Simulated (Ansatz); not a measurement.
C4H8, SMILES `C/C=C\C` (charge 0, multiplicity 1).

These are Ansatz (an electronic-structure program) with PBE0/cc-pVTZ // PBE0-D3(BJ)/def2-TZVP values and carry that method's errors.

Ansatz 0.2 input:
```yaml
crystal:
  periodic: [false, false, false]
  atoms:
    - { symbol: C, position_ang: [-1.585324, -0.289603, 0.205095] }
    - { symbol: C, position_ang: [-0.615749, 0.818847, -0.027549] }
    - { symbol: C, position_ang: [0.704653, 0.726827, -0.160012] }
    - { symbol: C, position_ang: [1.539484, -0.507375, -0.108385] }
    - { symbol: H, position_ang: [-1.106425, -1.266786, 0.265704] }
    - { symbol: H, position_ang: [-2.328341, -0.329316, -0.597873] }
    - { symbol: H, position_ang: [-2.140617, -0.129842, 1.134898] }
    - { symbol: H, position_ang: [-1.054298, 1.812126, -0.094375] }
    - { symbol: H, position_ang: [1.253506, 1.651292, -0.325897] }
    - { symbol: H, position_ang: [0.952447, -1.410272, 0.059151] }
    - { symbol: H, position_ang: [2.284198, -0.438216, 0.691006] }
    - { symbol: H, position_ang: [2.096466, -0.637682, -1.041766] }
basis:
  gaussian: { orbitals: cc-pVTZ }
hamiltonian:
  xc: pbe0
```

Output:

```
Functional definition: PBE0
1172 factors; their error is unknown
mean field evaluation 1: about -4265.5096 eV, gradient 6.1e1 eV
mean field evaluation 2: about -4263.4045 eV, gradient 6.6e1 eV
mean field evaluation 4: about -4274.2667 eV, gradient 1.5e0 eV
mean field evaluation 8: about -4274.2570 eV, gradient 4.1e-2 eV
mean field -4274.25699411 eV, -157.0760473382 hartree, gradient 3.0e-5 eV, S^2 0.000000; 0 other end points of the search recorded, 0 dependent functions left out
reference -4274.25702190 eV, -157.0760483594 hartree; 16, 16 occupied and 216, 216 virtual orbitals, 1172 factors
Total energy: -4274.25702190 eV, -157.0760483594 hartree
```
